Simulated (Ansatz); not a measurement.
Results of LDA (plane waves, PAW; Ansatz, a quantum-chemistry and plane-wave program) for CsCl-type TlCl.

Numerical settings: plane-wave cutoff 520 eV, 6×6×6 k mesh, perturbation theory, scalar-relativistic PAW data made under PBE.

Computed at the level's own relaxed cell.

```yaml
crystal:
  lattice:
    - [3.69441, 0.00000, 0.00000]
    - [0.00000, 3.69441, 0.00000]
    - [0.00000, 0.00000, 3.69441]
  atoms:
    - { symbol: Tl, position: [0.00000, 0.00000, 0.00000] }
    - { symbol: Cl, position: [0.50000, 0.50000, 0.50000] }
```

Harmonic phonon frequencies (cm⁻¹; i marks an imaginary mode; at Γ without the LO shift):

```
q point        frequencies
-------  -----------------
Γ           0 0 0 63 63 63
X                        …
M        12 42 42 86 98 98
```

Problem. Fill in the missing entries.

Solution. 
- X, frequencies: 21 21 74 104 104 177

No imaginary mode appears at these points.

Note: the run warned that the k mesh is coarse for the response to a field.
